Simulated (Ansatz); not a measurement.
**C5H10O2: basis-set convergence**

Aim: see how fast density functionals converge with the basis set for C5H10O2.

Program: Ansatz 0.2.0, Gaussian basis. Level of theory: one geometry, several basis sets. These are calculated values, not measurements.

The runs, in order: PBE0-D4/def2-SVP; ωB97M-V/def2-SVP; PBE0-D4/def2-QZVPP; ωB97M-V/def2-QZVPP; the functionals' def2-TZVPP values are taken from earlier runs.

**1. The geometry**

An earlier PBE0-D4 in a triple-zeta def2 set relaxation fixed the geometry.

17 atoms, charge 0, spin multiplicity 1.

Atoms are counted from 1 here; the program's logs count them from 0.

Bond lengths: C1–C2 1.531 Å, C1–H8 1.093 Å, C1–H9 1.093 Å, C1–H10 1.091 Å, C2–C3 1.522 Å, C2–C4 1.531 Å, C2–C5 1.518 Å, C3–H11 1.091 Å, C3–H12 1.093 Å, C3–H13 1.091 Å, C4–H14 1.093 Å, C4–H15 1.091 Å, C4–H16 1.093 Å, C5–O6 1.201 Å, C5–O7 1.347 Å, O7–H17 0.967 Å. Angles: C2–C1–H8 109.3°, C2–C1–H9 111.2°, C2–C1–H10 111.4°, H8–C1–H9 107.9°, H8–C1–H10 108.4°, H9–C1–H10 108.4°, C1–C2–C3 110.3°, C1–C2–C4 109.8°, C1–C2–C5 108.7°, C3–C2–C4 110.3°, C3–C2–C5 109.0°, C4–C2–C5 108.8°, C2–C3–H11 111.2°, C2–C3–H12 109.6°, C2–C3–H13 111.2°, H11–C3–H12 108.5°, H11–C3–H13 107.6°, H12–C3–H13 108.6° and more.

**2. PBE0-D4 in def2-SVP**

Input file in.yaml:

```yaml
crystal:
  periodic: [false, false, false]
  atoms:
    - {symbol: C, position_ang: [0.953395, -0.216086, 1.173604]}
    - {symbol: C, position_ang: [0.047806, -0.106596, -0.055886]}
    - {symbol: C, position_ang: [0.699127, -0.784384, -1.252321]}
    - {symbol: C, position_ang: [-1.310589, -0.746730, 0.241793]}
    - {symbol: C, position_ang: [-0.164318, 1.361758, -0.375987]}
    - {symbol: O, position_ang: [0.131918, 1.909137, -1.403357]}
    - {symbol: O, position_ang: [-0.741199, 2.029593, 0.641646]}
    - {symbol: H, position_ang: [1.125375, -1.270390, 1.403804]}
    - {symbol: H, position_ang: [1.924389, 0.251054, 0.991657]}
    - {symbol: H, position_ang: [0.500503, 0.257783, 2.045185]}
    - {symbol: H, position_ang: [0.072233, -0.704414, -2.141629]}
    - {symbol: H, position_ang: [0.856598, -1.842876, -1.032145]}
    - {symbol: H, position_ang: [1.663561, -0.331390, -1.486640]}
    - {symbol: H, position_ang: [-1.170653, -1.808580, 0.458637]}
    - {symbol: H, position_ang: [-1.791049, -0.279461, 1.102094]}
    - {symbol: H, position_ang: [-1.982359, -0.664482, -0.616178]}
    - {symbol: H, position_ang: [-0.833734, 2.945764, 0.346221]}
basis:
  gaussian: {orbitals: def2-SVP}
hamiltonian: {xc: pbe0, dispersion: d4}
output: {orbitals: {seedname: orbitals}}
```

On the command line:

```
$ ansatz run in.yaml --threads 2 --pin off --events-out ev --progress --plain --max-ram 32768MiB --backend cpu
```

Further steps of the session: ωB97M-V in def2-SVP; PBE0-D4 in def2-QZVPP; ωB97M-V in def2-QZVPP.

**Question.** What will the summary of the whole plan be? Wanted: PBE0-D4: double and triple zeta above quadruple; ωB97M-V: double and triple zeta above quadruple.

As calculated:

```
                                       quantity           value
PBE0-D4: double and triple zeta above quadruple  11.12, 0.51 eV
ωB97M-V: double and triple zeta above quadruple  11.58, 0.50 eV
```

In words: For PBE0-D4 the step from double to triple zeta gains 10.61 eV and the next only 0.51 eV. Total energies overstate the basis error of differences, where much of it tends to cancel. The LUMO of ωB97M-V is positive and keeps falling with the basis (2.88 to 1.60 eV): an unbound level that the basis holds in place.
